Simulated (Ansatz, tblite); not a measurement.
# The cluster Cu2S: a ladder of methods and basis sets

An exercise on one series of results from a longer session: the logs are not shown, and one member is left open.

The runs use Ansatz 0.2.0, Gaussian basis; as each input shows.

Plan: GFN1-xTB, GFN2-xTB, PBE-D4/def2-TZVP, r2SCAN-D4/def2-TZVP, HSE06-D4/def2-TZVP, r2SCAN0-D4/def2-TZVP, CAM-B3LYP-D4/def2-TZVP, PBE-QIDH/def2-TZVP, revPBE-D4/def2-TZVP, PBE-D4/def2-SVP, PBE0-D4/def2-SVP, HF/STO-3G, PBE0-D4/def2-TZVPD, PBE-D4/def2-TZVPD, r2SCAN-D4/def2-TZVPD, CCSD(T)/def2-TZVPP, MP2/def2-TZVP, RPA/def2-TZVP, CCSD(T)/def2-TZVPD.

3 further runs of the same task are left out: 3 set aside as unsound or not needed. Runs told in other sessions of the task aren't counted.

### The relaxed structure

The geometry is that of the singlet, from an earlier relaxation (B3LYP-D4/def2-TZVP). At that level it is the lowest of the isomers that a small search found.

3 atoms, charge 0, spin multiplicity 1.

Bond lengths: Cu1–S3 2.121 Å, Cu2–S3 2.121 Å. Angles: Cu1–S3–Cu2 77.3°.

No spin-orbit coupling is included.

PBE0-D4/def2-TZVP was run before; its log isn't repeated, and its numbers join the tables.

Set-up of the first run:

Tight binding, by tblite at 300 K electronic temperature and without a spin-polarisation term:

```python
tblite.interface.Calculator('GFN1-xTB', numbers, positions, charge=0, uhf=0).singlepoint()
```

Tight binding, by tblite at 300 K electronic temperature and without a spin-polarisation term:

```python
tblite.interface.Calculator('GFN2-xTB', numbers, positions, charge=0, uhf=0).singlepoint()
```

start.molden holds the orbitals of an earlier run on this state, given as this run's starting guess.

in.yaml

```yaml
crystal:
  periodic: [false, false, false]
  atoms:
    - {symbol: Cu, position_ang: [0.566577, 1.186038, -0.576570]}
    - {symbol: Cu, position_ang: [0.123745, -0.667226, 1.264757]}
    - {symbol: S, position_ang: [-0.690322, -0.518802, -0.688187]}
basis:
  gaussian: {orbitals: def2-TZVP, initial_orbitals: start.molden}
hamiltonian: {xc: pbe, dispersion: d4}
scf: {omitted_lower_state_checks: [starts]}
output: {orbitals: {seedname: orbitals}}
```

Launch:

```
> ansatz run in.yaml --threads 4 --pin off --events-out ev --progress --plain --max-ram 3916MiB
```

Among the steps run: PBE-D4/def2-TZVP; r2SCAN-D4/def2-TZVP; HSE06-D4/def2-TZVP; r2SCAN0-D4/def2-TZVP; CAM-B3LYP-D4/def2-TZVP; PBE-QIDH/def2-TZVP; revPBE-D4/def2-TZVP; PBE-D4/def2-SVP; PBE0-D4/def2-SVP; HF/STO-3G; PBE0-D4/def2-TZVPD; PBE-D4/def2-TZVPD; r2SCAN-D4/def2-TZVPD; CCSD(T)/def2-TZVPP; MP2/def2-TZVP; RPA/def2-TZVP; CCSD(T)/def2-TZVPD.

One of the session's tables, all rows but one given; the rest of the session is left out.

| level | HOMO (eV) | gap (eV) |
| --- | --- | --- |
| HF/STO-3G | -5.95 | 7.16 |
| PBE-D4/def2-SVP | -4.14 | 1.20 |
| PBE-D4/def2-TZVP | -4.70 | 1.32 |
| PBE-D4/def2-TZVPD | -4.86 | 1.36 |
| revPBE-D4/def2-TZVP | -4.61 | 1.35 |
| r2SCAN-D4/def2-TZVP | -4.78 | 1.65 |
| r2SCAN-D4/def2-TZVPD | -4.92 | 1.66 |
| PBE0-D4/def2-SVP | -5.22 | 3.20 |
| PBE0-D4/def2-TZVP | ? | ? |
| PBE0-D4/def2-TZVPD | -5.83 | 3.25 |
| r2SCAN0-D4/def2-TZVP | -5.76 | 3.49 |
| HSE06-D4/def2-TZVP | -5.29 | 2.51 |
| CAM-B3LYP-D4/def2-TZVP | -6.95 | 5.35 |

**Question.** Estimate the row for PBE0-D4/def2-TZVP.

As computed: HOMO (eV): -5.69; gap (eV): 3.27. In the column «HOMO (eV)» it lies between r2SCAN0-D4/def2-TZVP (-5.76) and HSE06-D4/def2-TZVP (-5.29).
